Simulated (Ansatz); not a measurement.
# C₃H₅N: basis-set convergence

One table from this session's results is given with a row withheld; the runs are named, their logs left out.

The runs use Ansatz 0.2.0, Gaussian basis; one geometry, several basis sets.

Levels to be run: PBE0-D4/def2-SVP; ωB97M-V/def2-SVP; PBE0-D4/def2-QZVPP; ωB97M-V/def2-QZVPP; the functionals' def2-TZVPP values are taken from earlier runs.

### Structure used throughout

All runs share one geometry, relaxed beforehand with PBE0-D4 in a triple-zeta def2 set.

SMILES `C=CC=N`, 9 atoms, charge 0, spin multiplicity 1.

Atoms are counted from 1 here; the program's logs count them from 0.

Bond lengths: C1–C2 1.328 Å, C1–H5 1.083 Å, C1–H6 1.086 Å, C2–C3 1.472 Å, C2–H7 1.087 Å, C3–N4 1.267 Å, C3–H8 1.094 Å, N4–H9 1.023 Å. Angles: C2–C1–H5 121.5°, C2–C1–H6 121.5°, H5–C1–H6 116.9°, C1–C2–C3 124.1°, C1–C2–H7 119.7°, C3–C2–H7 116.2°, C2–C3–N4 127.7°, C2–C3–H8 115.4°, N4–C3–H8 116.9°, C3–N4–H9 110.4°.

The first run:

in.yaml reads:

```yaml
crystal:
  periodic: [false, false, false]
  atoms:
    - {symbol: C, position_ang: [1.310959, -0.223981, 0.032980]}
    - {symbol: C, position_ang: [0.303990, 0.639849, -0.034556]}
    - {symbol: C, position_ang: [-1.104041, 0.252171, -0.220916]}
    - {symbol: N, position_ang: [-1.671961, -0.812572, 0.164721]}
    - {symbol: H, position_ang: [2.333238, 0.106922, 0.168949]}
    - {symbol: H, position_ang: [1.149587, -1.293122, -0.064993]}
    - {symbol: H, position_ang: [0.505652, 1.707241, 0.008814]}
    - {symbol: H, position_ang: [-1.725449, 0.979280, -0.752120]}
    - {symbol: H, position_ang: [-1.013575, -1.401988, 0.680022]}
basis:
  gaussian: {orbitals: def2-SVP}
hamiltonian: {xc: pbe0, dispersion: d4}
output: {orbitals: {seedname: orbitals}}
```

On the command line:

```console
> ansatz run in.yaml --threads 2 --pin off --events-out ev --progress --plain --max-ram 4352MiB
```

Among the steps run: PBE0-D4 in def2-SVP; ωB97M-V in def2-SVP; PBE0-D4 in def2-QZVPP; ωB97M-V in def2-QZVPP.

One of the session's tables, all rows but one given; the rest of the session is left out.

It belongs to the step «Density functionals: the series». 

| functional | basis | HOMO (eV) |
| --- | --- | --- |
| PBE0-D4 | def2-SVP | -7.49 |
| PBE0-D4 | def2-TZVPP | -7.69 |
| PBE0-D4 | def2-QZVPP | ? |
| ωB97M-V | def2-SVP | -9.87 |
| ωB97M-V | def2-TZVPP | -10.04 |
| ωB97M-V | def2-QZVPP | -10.06 |

Estimate the missing values for PBE0-D4, def2-QZVPP.

The run gave: HOMO (eV): -7.72. In the column «HOMO (eV)» it lies between ωB97M-V, def2-SVP (-9.87) and PBE0-D4, def2-TZVPP (-7.69).
